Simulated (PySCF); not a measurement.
Species: C4H4F2.
SMILES: `CC1=CC1(F)F`

Computed, not measured: TDDFT PBE0/def2-SVPD, vertical, gas phase, core orbitals frozen in the response in PySCF 2.14.0, density-fitted response routines. Isolated species at its GFN2-xTB geometry, gas phase.

Computed states:

```tsv
state	E (eV)	f
S1	6.05	0.0009
S2	7.63	0.058
S3	7.77	0.170
S4	7.95	0.0004
S5	8.09	0.0061
S6	8.68	0.078
S7	8.80	0.036
S8	9.00	0.012
```

Broadening: Gaussians 0.4 eV wide at half height, area fixed by f = 4.319×10⁻⁹ ∫ε dν̃. The width is an assumption, not a result. The curve ends short of the highest state used, and states not computed would add to its high-energy end.

Question: Give the broadened spectrum and its maxima.

Answer: 
λ (nm), ε (L mol⁻¹ cm⁻¹) and a bar:
```
    147.5       1727 ####
    149.8        707 ##
    152.1       1369 ###
    154.4       4142 #########
    156.7       9247 ####################
    159.0      13820 ##############################
    161.3      13973 ##############################
    163.5      10121 ######################
    165.8       5281 ###########
    168.1       2059 ####
    170.4        613 #
    172.7        141 
    175.0         26 
    177.3          4 
    179.6          0 
    181.9          0 
    184.1          0 
    186.4          0 
    188.7          1 
    191.0          2 
    193.3          6 
    195.6         14 
    197.9         27 
    200.2         43 
    202.5         57 
    204.7         63 
    207.0         59 
    209.3         48 
    211.6         34 
    213.9         21 
    216.2         12 
    218.5          6 
    220.8          2 
    223.1          1 
    225.3          0 
    227.6          0
```

Maxima: 205 nm (6.05 eV), ε about 63, made up of S1 (100%); 160 nm (7.74 eV), ε about 15000, made up of S2 (22%) and S3 (78%) (ε in L mol⁻¹ cm⁻¹; maxima over ε = 5, shares over 10%). At its high-energy end, 8.40 eV, the curve is still rising (ε about 1600, from S6).

Question: On this curve, what absorbance would a 10⁻⁴ mol/L sample give at 222 nm over a 1 cm path?

Answer: 222 nm is 5.585 eV, where ε is about 1.6 L mol⁻¹ cm⁻¹, so A = ε c l ≈ 0.00016 (Beer–Lambert, with the gas-phase spectrum and the assumed width).

Question: What would ε be at 7.74 eV, the highest of these maxima, with half the width (0.2 eV)?

Answer: About 25200 L mol⁻¹ cm⁻¹ against 14600, a factor of about 1.7; a lone state at its own centre would give exactly 2.

Question: Coming from long wavelengths, where does ε first pass 100 L mol⁻¹ cm⁻¹?

Answer: At about 173 nm (7.16 eV), 1.11 eV above S1.
